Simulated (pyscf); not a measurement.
Thermochemistry of product channels of `[NH2][NH2]` + `[InH3]` on the singlet surface, in kcal/mol, from ωB97M-D3(BJ)/def2-TZVP energies (ideal gas, 1 atm, RRHO with modes under 100 cm⁻¹ raised to 100, one conformer, R ln 2 for chiral ones without a mode under 150 cm⁻¹). Structures and frequencies: ωB97X-D3(BJ)/def2-SVP in PySCF.

```
products                        ΔE  ΔH(298 K)  ΔG(298 K)  ΔG(1200 K)
----------------------------  ----  ---------  ---------  ----------
`[NH2][NH][InH2]` + `[H][H]`  +3.0       +0.4       +1.9        +2.6
`[NH2][InH2]` + `[NH3]`        [?]      -44.5      -44.9         [?]
```

Complete the blanks.


- `[NH2][InH2]` + `[NH3]`, ΔE: -45.4
- `[NH2][InH2]` + `[NH3]`, ΔG(1200 K): -47.7

These are energies of the channels, which say nothing of barriers. H₂N–NH–InH₂ lies 43.7 kcal/mol over its isomer H₂N–InH–NH₂ (electronic energy, ωB97M-D3(BJ)/def2-TZVP). Elements past Kr carry the def2 core potentials, without spin-orbit coupling.
